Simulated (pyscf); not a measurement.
bromomethane (H₃C–Br) + H atom (H•) -> methyl (CH₃•) + hydrogen bromide (HBr), an atom transfer (doublet surface; Br–C broken, Br–H formed). Structures and frequencies: ωB97X-D3(BJ)/def2-SVP in PySCF. Correlated levels are frozen-core, on RHF or UHF. ΔMP2 is the change of the MP2 total energy from the triple- to the quadruple-zeta basis. Energies in kcal/mol from the separated reactants.

AM1 to PM7: differences of heats of formation from MOPAC. Open shells are spin-unrestricted. 

Task: Quick PM6 single points give ΔE‡ = -10.2 kcal/mol and ΔE = -32.9 kcal/mol. What does CCSD(T)/def2-TZVPP + ΔMP2(QZVPP) give, and how far is the quick result from it?

Result: CCSD(T)/def2-TZVPP + ΔMP2(QZVPP) gives ΔE‡ = 6.0 kcal/mol and ΔE = -17.3 kcal/mol. PM6 lies 16.2 kcal/mol under it in the barrier and 15.6 kcal/mol under it in the reaction energy, so on this step it does not hold to within 3.0 kcal/mol. At PM6 this geometry lies under one side, so its ΔE‡ may be no barrier of that level. CCSD(T)/def2-TZVPP + ΔMP2(QZVPP) has limits of its own. This is the saddle that the search found; another between the same sides may lie lower. The angle at the transferred Br is 165°. The CCSD(T) − MP2 part came from Ansatz, without density fitting, on the same reference. The frozen core leaves the outer d or s,p core shells of the metals and heavy elements correlated in the MP2 and CC values, and def2-TZVPP describes them poorly, which can shift differences by a few kcal/mol. In the def2 sets elements up to Kr have no core potential.
